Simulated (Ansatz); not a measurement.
A nudged elastic band was laid between two geometries of ClH3Si + H3N (9 atoms, charge 0, multiplicity 1).

The calculation used Ansatz, RKS PBE-D4/def2-SVP.

```yaml
movable_images: 5
climbing_image: yes
spring: 5.0 eV/Å²
optimiser: quadratic models (default)
start_path: through a guess of the saddle point
force_threshold: 0.05 eV/Å
iteration_limit: 60
end_points: relaxed
```

First end point:

```xyz
9
Properties=species:S:1:pos:R:3
Si 0.237 0.021 0.016
Cl 0.552 0.240 2.086
H 1.656 0.053 -0.509
H -0.452 1.193 -0.614
H -0.304 -1.322 -0.368
N -2.280 -0.044 0.994
H -3.082 -0.204 0.368
H -2.463 0.840 1.488
H -2.315 -0.777 1.715
```

Last end point:

```xyz
9
Properties=species:S:1:pos:R:3
Si -0.451 -0.022 -0.410
Cl -0.201 0.528 3.262
H 0.611 -0.980 0.035
H 0.009 1.402 -0.345
H -0.845 -0.345 -1.830
N -1.796 -0.172 0.753
H -2.190 -1.114 0.864
H -2.570 0.492 0.628
H -1.017 0.210 2.219
```

Problem. Which bonds break or form, and what moves?

Solution. Bonds broken: Si1–Cl2, N6–H9. Bonds formed: Si1–N6, Cl2–H9. ClH3Si + H3N becomes ClH + H5NSi.

Problem. What energy profile does the band end with?

Solution. The forces met the threshold. The highest image is number 3 of 0 to 6, 0.60 eV above the first end and 0.30 eV above the last; the last end lies 0.30 eV above the first. A vibrational analysis at the climbing image gives one clearly imaginary mode, 143i cm⁻¹: a first-order saddle point. The orbitals stay closed-shell, which can raise the energy where a bond breaks towards radicals; this wasn't checked here.

```csv
image,path coordinate (Å),energy (eV),Si1–Cl2 (Å),N6–H9 (Å),Si1–N6 (Å)
0,0.00,0.00,2.11,1.03,2.70
1,1.45,0.01,2.10,1.03,2.81
2,2.90,0.36,2.22,1.03,2.19
3,4.33,0.60,2.70,1.11,1.91
4,4.77,0.50,3.01,1.32,1.85
5,5.20,0.33,3.37,1.61,1.80
6,5.64,0.30,3.72,1.70,1.78
```

Problem. What is the geometry of the highest image?

Solution. 
```xyz
9
Properties=species:S:1:pos:R:3
Si -0.311 0.076 -0.117
Cl 0.242 0.683 2.458
H 0.748 -0.948 0.113
H -0.016 1.524 -0.313
H -0.960 -0.351 -1.430
N -1.876 -0.231 0.943
H -2.228 -1.199 0.901
H -2.652 0.409 0.714
H -1.399 0.036 1.906
```

Problem. What are the harmonic wavenumbers there?

Solution. 143i, 148, 288, 371, 495, 520, 578, 795, 808, 877, 962, 989, 1137, 1458, 1484, 2052, 2206, 2250, 2320, 3388, 3483 cm⁻¹.

Time of the run: 3.4 min on 1 thread of Arm Neoverse V2 (shared host), peak memory 0.11 GiB.
